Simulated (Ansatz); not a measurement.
Input file:

```yaml
crystal:
  periodic: [false, false, false]
  atoms:
    - {symbol: In, position_ang: [0.000000, 0.000000, 0.000000]}
    - {symbol: H, position_ang: [0.000000, 0.000000, -2.191666]}
    - {symbol: H, position_ang: [0.000000, 0.000000, 2.191666]}
basis:
  gaussian: {orbitals: def2-TZVPP}
total_charge: 1
correlation: {method: fci, electrons: outside_noble_gas}
```

```sh
$ ansatz run in.yaml --threads 1 --pin off --events-out ev --progress --plain --max-ram 2393MiB
```

Log:

```
1150 factors; integrals over basis functions are off by at most 1.7e-7 eV
mean field evaluation 1: about -5170.2240 eV, gradient 6.3e0 eV
mean field evaluation 2: about -5170.2183 eV, gradient 6.3e0 eV
mean field evaluation 4: about -5170.5669 eV, gradient 3.7e-1 eV
mean field evaluation 8: about -5170.5673 eV, gradient 1.3e-5 eV
mean field -5170.56726073 eV, -190.0148420954 hartree, gradient 2.0e-6 eV, S^2 0.000000; 0 other end points of the search recorded, 0 dependent functions left out; unrestricted orbitals would lower it
mean field evaluation 16: about -5170.5652 eV, gradient 5.8e0 eV
9 core orbitals not correlated: weight in the atoms' cores, before any rotation towards them, 0.999 or more for the frozen orbitals, at most 0.000 for the correlated occupied ones
reference -5170.56726073 eV, -190.0148420954 hartree; 2, 2 occupied and 67, 67 virtual orbitals, 1150 factors
state -5173.14526166 eV, -190.1095818821 hartree
Total energy: -5173.14526166 eV, -190.1095818821 hartree
```

Ran on 1 thread of Intel Xeon, shared host: 21 s wall, 0.24 GiB peak host memory.
